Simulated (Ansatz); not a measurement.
Input file:

```yaml
crystal:
  periodic: [false, false, false]
  atoms:
    - {symbol: B, position_ang: [0.000000, -0.206670, 0.756536]}
    - {symbol: N, position_ang: [0.000000, 0.065983, -0.721453]}
    - {symbol: H, position_ang: [0.000000, 1.299781, 1.911096]}
basis:
  gaussian: {orbitals: 6-31G}
magnetization: {spin_polarized: false, initial_magnetization: 3}
correlation: {method: ccsdt_q, electrons: outside_noble_gas}
```

```sh
$ ansatz run in.yaml --threads 1 --pin off --events-out ev --progress --plain --max-ram 2393MiB
```

The program prints:

```
464 factors; integrals over basis functions are off by at most 5.0e-8 eV
mean field evaluation 1: about -2160.1957 eV, gradient 1.1e1 eV
mean field evaluation 2: about -2160.1978 eV, gradient 1.1e1 eV
mean field evaluation 4: about -2161.3974 eV, gradient 3.3e0 eV
mean field evaluation 8: about -2162.0478 eV, gradient 6.2e-1 eV
mean field evaluation 16: about -2162.0694 eV, gradient 2.6e-6 eV
mean field evaluation 32: about -2160.4903 eV, gradient 2.6e-1 eV
mean field evaluation 64: about -2160.4927 eV, gradient 6.0e-6 eV
mean field evaluation 96: about -2160.3774 eV, gradient 1.1e0 eV
mean field evaluation 128: about -2160.4674 eV, gradient 6.0e-1 eV
mean field evaluation 160: about -2155.0224 eV, gradient 3.0e0 eV
...
cycle  18  -3.85051356 eV  change   -3.0e-5 eV  update   3.3e-5
cycle  19  -3.85056134 eV  change   -4.8e-5 eV  update   1.9e-5
cycle  20  -3.85058306 eV  change   -2.2e-5 eV  update   1.1e-5
cycle  21  -3.85057457 eV  change    8.5e-6 eV  update   6.5e-6
cycle  22  -3.85056973 eV  change    4.8e-6 eV  update   4.1e-6
cycle  23  -3.85056752 eV  change    2.2e-6 eV  update   2.4e-6
cycle  24  -3.85056859 eV  change   -1.1e-6 eV  update   1.4e-6
cycle  25  -3.85057069 eV  change   -2.1e-6 eV  update   7.5e-7
cycle  26  -3.85057046 eV  change    2.3e-7 eV  update   3.8e-7
cycle  27  -3.85057020 eV  change    2.6e-7 eV  update   2.5e-7
perturbative correction -0.00958930 eV, -0.0003524004 hartree
Total energy: -2165.92953482 eV, -79.5964422848 hartree
```

For the same geometry and basis full CI lies 2.3 meV lower.

Ran on 1 thread of Arm Neoverse V1, shared host: 4.1 s wall, 0.11 GiB peak host memory.
